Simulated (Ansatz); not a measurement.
Total energies of the cluster Li3⁺ (the lowest singlet isomer of a short search) from Ansatz at PBE0/def2-TZVP, gas phase (1 Eh = 27.2114 eV = 2625.5 kJ/mol). The reference geometry is relaxed at r2SCAN/def2-TZVP.

```tsv
atom	x (Å)	y (Å)	z (Å)
Li1	-0.446	1.159	1.249
Li2	0.212	0.537	-1.664
Li3	0.234	-1.696	0.415
```

```csv
state,geometry,energy (Eh)
charge 1 singlet,reference,-22.29643
charge 0 doublet,reference,-22.44941
charge 1 triplet,relaxed at r2SCAN/def2-TZVP,-22.26663
```

Work out the vertical electron affinity, to the doublet.

E(charge 1 singlet) − E(charge 0 doublet) = -22.29643 − (-22.44941) = 0.15298 Eh = 4.16 eV.

Which of the charge 1 states is lowest, and how far above it are the others?

The singlet. triplet: -22.26663 − (-22.29643) = 0.02980 Eh = 78.2 kJ/mol.

 The quintet lies 56.44 eV above the singlet at this level but is left out (at the level of its geometry, an occupied level 0.00 eV above an empty one).

The structure comes from a short search, and lower isomers may exist.
